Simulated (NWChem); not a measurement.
Molecule: ammonia (NH$_{3}$); SMILES N

```xyz
4

N      0.0000     0.0000     0.1389
H      0.6618     0.6618    -0.2664
H      0.2422    -0.9040    -0.2664
H     -0.9040     0.2422    -0.2664
```
Atoms are numbered in this order, from 1.

Coordinates come from a PBE0/def2-SVP optimisation.

 States above −ε(HOMO) = 9.6 eV lie in this functional's continuum and hang on the basis.

**Question.** List the 4 lowest vertical singlet excitations from LRC-wPBEh/6-31+G* (spherical d), full TDDFT (NWChem).

**Answer.** 
| state | energy (eV) | oscillator strength | leading excitation (squared amplitude) |
|---|---|---|---|
| S1 | 6.93 | 0.129 | HOMO → LUMO (0.98) |
| S2 | 8.81 | 0.000 | HOMO → LUMO+1 (0.99) |
| S3 | 8.81 | 0.000 | HOMO → LUMO+2 (0.99) |
| S4 | 10.19 | 0.017 | HOMO → LUMO+3 (0.96) |
